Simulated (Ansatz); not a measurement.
The inner images of a band of BH3O + H2 (7 atoms, charge 0, multiplicity 1) are given out of order.

Theory: RKS B3LYP/def2-SVPD in Ansatz 0.2.0.

Image 0:

```xyz
7
Properties=species:S:1:pos:R:3
B -0.081 -0.462 0.224
O -0.119 -0.941 1.488
H -1.002 -0.998 1.869
H 1.000 -0.372 -0.294
H -1.099 -0.152 -0.346
H -0.024 2.700 0.519
H 0.536 2.505 0.996
```

Image 8:

```xyz
7
Properties=species:S:1:pos:R:3
B -0.139 0.374 -0.100
O 0.025 -0.025 1.568
H -0.828 0.060 2.017
H 0.990 0.198 -0.500
H -0.965 -0.437 -0.456
H -0.515 1.530 -0.072
H 0.643 0.582 1.999
```

Put them in order from the first end to the last, with their energies above the first end.
A.
```xyz
7
Properties=species:S:1:pos:R:3
B -0.067 -0.388 0.199
O -0.077 -0.792 1.489
H -0.950 -0.824 1.895
H 1.002 -0.334 -0.348
H -1.098 -0.112 -0.366
H 0.057 2.484 0.463
H 0.345 2.247 1.124
```
B.
```xyz
7
Properties=species:S:1:pos:R:3
B -0.012 0.027 0.229
O 0.004 -0.349 1.595
H -0.875 -0.424 1.976
H 1.024 -0.060 -0.385
H -1.051 0.034 -0.393
H 0.074 1.692 0.360
H 0.049 1.362 1.073
```
C.
```xyz
7
Properties=species:S:1:pos:R:3
B -0.031 0.342 -0.056
O 0.102 0.020 1.642
H -0.699 -0.395 1.991
H 0.986 -0.086 -0.534
H -1.088 -0.147 -0.378
H -0.062 1.562 0.072
H 0.004 0.985 1.718
```
D.
```xyz
7
Properties=species:S:1:pos:R:3
B -0.094 0.380 -0.103
O 0.091 0.029 1.586
H -0.757 -0.257 1.952
H 0.964 0.019 -0.564
H -1.058 -0.302 -0.378
H -0.288 1.579 -0.092
H 0.354 0.833 2.054
```
E.
```xyz
7
Properties=species:S:1:pos:R:3
B -0.050 -0.283 0.204
O -0.045 -0.667 1.503
H -0.916 -0.686 1.916
H 1.012 -0.226 -0.357
H -1.086 -0.035 -0.363
H 0.101 2.219 0.424
H 0.195 1.958 1.129
```
F.
```xyz
7
Properties=species:S:1:pos:R:3
B -0.030 -0.160 0.224
O -0.020 -0.534 1.536
H -0.890 -0.538 1.950
H 1.024 -0.115 -0.355
H -1.066 0.020 -0.370
H 0.090 1.943 0.384
H 0.104 1.663 1.087
```
G.
```xyz
7
Properties=species:S:1:pos:R:3
B -0.005 0.223 0.111
O 0.058 -0.100 1.664
H -0.798 -0.399 1.995
H 1.023 -0.046 -0.448
H -1.067 -0.039 -0.390
H 0.005 1.557 0.303
H -0.004 1.085 1.221
```

A (+0.8 kJ/mol), E (+5.7 kJ/mol), F (+24.3 kJ/mol), B (+80.8 kJ/mol), G (+162.8 kJ/mol), C (+87.3 kJ/mol), D (+69.5 kJ/mol).

Time of the run: 57 s on 2 threads of AMD EPYC 7B13 (Zen 3) (shared host), peak memory 0.15 GiB.
